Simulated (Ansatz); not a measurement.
Born–Oppenheimer molecular dynamics of C₂H₈N (11 atoms, charge 1, multiplicity 1). It goes on from the last frame of an earlier run, with new velocities.

Computed with RKS PBE-D4/6-31G* (Ansatz).

* ensemble: NVE (velocity Verlet)
* time step: 0.5 fs
* steps asked: 150
* starting velocities drawn for: 300 K
* seed: 958321

First frame:

```xyz
11
Properties=species:S:1:pos:R:3
C -0.868 0.423 -0.924
N -0.343 -0.312 0.375
C 1.145 -0.168 0.627
H -1.929 0.113 -0.932
H -0.275 0.208 -1.827
H -0.734 1.514 -0.674
H -1.011 0.015 1.090
H -0.558 -1.337 0.165
H 1.429 -0.715 1.591
H 1.411 0.914 0.595
H 1.618 -0.753 -0.210
```

How far do the bonds stretch over the last three quarters of this one trajectory? (Pairs bonded in most of those frames.)


| bond | mean (Å) | spread (Å) | shortest | longest |
| --- | --- | --- | --- | --- |
| C1–N2 | 1.528 | 0.033 | 1.47 | 1.59 |
| C1–H4 | 1.100 | 0.019 | 1.07 | 1.13 |
| C1–H5 | 1.099 | 0.016 | 1.07 | 1.13 |
| C1–H6 | 1.100 | 0.022 | 1.07 | 1.14 |
| N2–C3 | 1.519 | 0.009 | 1.50 | 1.53 |
| N2–H7 | 1.036 | 0.003 | 1.03 | 1.04 |
| N2–H8 | 1.037 | 0.022 | 1.00 | 1.07 |
| C3–H9 | 1.105 | 0.024 | 1.06 | 1.14 |
| C3–H10 | 1.101 | 0.011 | 1.08 | 1.12 |
| C3–H11 | 1.103 | 0.034 | 1.05 | 1.16 |

Mean temperature of the second half: 321 K. The conserved energy stayed within 0.12 meV per atom of its start (net change -0.074 meV per atom), so the integration is sound. A run of 0.075 ps of so small a system gives no equilibrium averages. Limits of this set-up: the dipole of an ion depends on the origin.

The run took 7.9 min on 1 CPU thread of a shared host.
